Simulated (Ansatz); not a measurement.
`CC1(F)CO1` → `FC1CO1` + `[CH2]` (triplet) at 298.15 K and 1 bar (formal loss of a carbene).

Isolated molecules relaxed with PBE0-D4/def2-TZVP in Ansatz; ΔE leaves out vibrations. CCSD(T)/CBS is the MP2 limit (def2-TZVPP, def2-QZVPP) plus CCSD(T) − MP2 in def2-TZVPP, frozen cores. This one scheme is used for every species. Triplets are unrestricted, without spin–orbit coupling.

```tsv
species	CCSD(T)/CBS energy (Eh)	H − E (kJ/mol)	S (J/(mol·K))
`CC1(F)CO1`	-292.08901	219.9	295.7
`FC1CO1`	-252.81736	144.0	266.7
`[CH2]` (triplet)	-39.09499	55.4	195.3
```

H − E and S are ideal-gas, rigid-rotor, harmonic terms from PBE0-D4/def2-TZVP, for one conformer and one mirror image of each species, with the whole ground term of open shells counted as degenerate. 1 Eh = 2625.50 kJ/mol, R = 8.31446 J/(mol·K).

**Question.** By hand: ΔE, ΔH, ΔS and ΔG.

**Answer.** ΔE = (-252.81736) + (-39.09499) − (-292.08901) = 0.17666 Eh = 463.8 kJ/mol. Δ(H − E) = 144.0 + 55.4 − 219.9 = -20.5, so ΔH = 443.3 kJ/mol. ΔS = 266.7 + 195.3 − 295.7 = 166.3 J/(mol·K). ΔG = 443.3 − 298.15 × (166.3)/1000 = 393.7 kJ/mol.

**Question.** By hand: the equilibrium constant, and the temperature at which ΔG would vanish if ΔH and ΔS stayed fixed.

**Answer.** log₁₀ K = −ΔG/(RT ln 10) = -69.0. ΔG = 0 at ΔH/ΔS = 2666 K, far beyond where these terms or the molecules hold.

The number of gas molecules changes by +1, which sets the sign of ΔS. A doubt of 5 kJ/mol in ΔE shifts log₁₀ K by 0.9 here. Other conformers and mirror images would add mixing entropy, several J/(mol·K) or more a flexible species. A triplet takes part, so the spin changes. These are equilibria of isolated gas molecules and say nothing of rates. Largest T1 diagnostic: 0.012 (customary marks: 0.02 for closed shells, 0.045 for open ones).
